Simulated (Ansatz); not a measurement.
The input, for Ansatz 0.2.0:

```yaml
crystal:
  periodic: [false, false, false]
  atoms:
    - {symbol: Ge, position_ang: [-1.191239, -0.008521, 0.005476]}
    - {symbol: F, position_ang: [4.812544, 0.034425, -0.022122]}
    - {symbol: H, position_ang: [-1.630665, 1.460344, 0.008416]}
    - {symbol: H, position_ang: [-1.609013, -0.748352, 1.281714]}
    - {symbol: H, position_ang: [-1.620743, -0.746759, -1.267787]}
basis:
  gaussian: {orbitals: cc-pVDZ}
magnetization: {spin_polarized: true, initial_magnetization: 0}
correlation: {method: mp2, electrons: valence}
```

```sh
$ ansatz run in.yaml --threads 1 --pin off --events-out ev --progress --plain --max-ram 2393MiB
```

The program prints:

```
582 factors; integrals over basis functions are off by at most 1.0e-3 eV
mean field evaluation 1: about -59214.1010 eV, gradient 3.0e1 eV
mean field evaluation 2: about -59214.1010 eV, gradient 3.0e1 eV
mean field evaluation 4: about -59216.3519 eV, gradient 1.6e1 eV
mean field evaluation 8: about -59195.5019 eV, gradient 5.3e1 eV
mean field evaluation 16: about -59220.3383 eV, gradient 6.9e0 eV
mean field evaluation 32: about -59223.1172 eV, gradient 2.3e-8 eV
mean field evaluation 64: about -59223.0982 eV, gradient 1.0e0 eV
mean field evaluation 96: about -59223.1170 eV, gradient 6.1e-2 eV
mean field evaluation 128: about -59223.0321 eV, gradient 6.3e0 eV
mean field evaluation 160: about -59218.1405 eV, gradient 5.8e0 eV
mean field evaluation 192: about -59217.4104 eV, gradient 9.6e0 eV
mean field -59223.11718968 eV, -2176.4094138500 hartree, gradient 8.5e-11 eV, S^2 1.006513; 13 other end points of the search recorded, 0 dependent functions left out
10 core orbitals not correlated: weight in the atoms' cores, before any rotation towards them, 1.000 or more for the frozen orbitals, at most 0.000 for the correlated occupied ones
reference -59223.11718968 eV, -2176.4094138500 hartree; 12, 12 occupied and 34, 34 virtual orbitals, 582 factors
second order -6.82487345 eV of doubles, -0.00000000 eV of singles
Total energy: -59229.94206313 eV, -2176.6602233232 hartree
```

Ran on 1 thread of Intel Xeon 6975P-C, shared host: 4.9 s wall, 0.27 GiB peak host memory.
